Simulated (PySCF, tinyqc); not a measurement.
Worked calculation: coupled-perturbed Hartree-Fock on RHF in the sto-3g basis, for LiH, spin multiplicity 1. The lowest restricted solution is unstable here: a spin-polarised one lies 0.0196 hartree lower (PySCF). One step of it, computed by the program tinyqc.

Question. Orthogonalisation. S = U s U^T; symmetric (Loewdin) form X = U s^(-1/2) U^T, so that X^T S X = 1.

overlap S, order 1Li 1s, 1Li 2s, 1Li 2px, 1Li 2py, 1Li 2pz, 2H 1s:
$$\begin{pmatrix}
1.000000 & 0.241137 & 0.000000 & 0.000000 & 0.000000 & 0.010366 \\
0.241137 & 1.000000 & 0.000000 & 0.000000 & 0.000000 & 0.214055 \\
0.000000 & 0.000000 & 1.000000 & 0.000000 & 0.000000 & 0.000000 \\
0.000000 & 0.000000 & 0.000000 & 1.000000 & 0.000000 & 0.000000 \\
0.000000 & 0.000000 & 0.000000 & 0.000000 & 1.000000 & 0.318399 \\
0.010366 & 0.214055 & 0.000000 & 0.000000 & 0.318399 & 1.000000
\end{pmatrix}$$

Give: eigenvalues of S; X.

Answer.

eigenvalues of S: [0.5905, 0.8103, 1.0000, 1.0000, 1.1818, 1.4173]

X, order 1Li 1s, 1Li 2s, 1Li 2px, 1Li 2py, 1Li 2pz, 2H 1s:
$$\begin{pmatrix}
1.0233 & -0.1284 & 0.0000 & 0.0000 & -0.0047 & 0.0168 \\
-0.1284 & 1.0435 & 0.0000 & 0.0000 & 0.0297 & -0.1218 \\
0.0000 & 0.0000 & 1.0000 & 0.0000 & 0.0000 & 0.0000 \\
0.0000 & 0.0000 & 0.0000 & 1.0000 & 0.0000 & 0.0000 \\
-0.0047 & 0.0297 & 0.0000 & 0.0000 & 1.0427 & -0.1760 \\
0.0168 & -0.1218 & 0.0000 & 0.0000 & -0.1760 & 1.0625
\end{pmatrix}$$
